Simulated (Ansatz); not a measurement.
Basis-set extrapolation for C₃H₇ClO (`OCCCCl`) (PBE0-D4/def2-TZVP geometry, frozen core, the Gaussian-basis code of Ansatz). Multiplicity 1, RHF reference.

```tsv
	def2-TZVPP	def2-QZVPP
HF	-652.127876	-652.149849
MP2 correlation	-0.952253	-1.024904
CCSD(T) correlation	-1.040535	not run
```

Energies in hartree. Use E(X) = E(∞) + A·exp(−7.88·√X) for Hartree–Fock and E(X) = E(∞) + B·X^(−2.97) for correlation, with X = 3 and 4, and add CCSD(T) minus MP2 of the smaller set to the MP2 limit.

Problem. What is the CCSD(T) energy at the basis-set limit?

Solution. HF limit: -652.149849 + (-0.021973) × 0.13774 = -652.15288. MP2 limit: -1.024904 + (-0.072651) × 0.74074 = -1.07872. Higher-order term: -1.040535 − (-0.952253) = -0.08828. Total: -653.31988 hartree, 397.7 kJ/mol below CCSD(T)/def2-TZVPP.
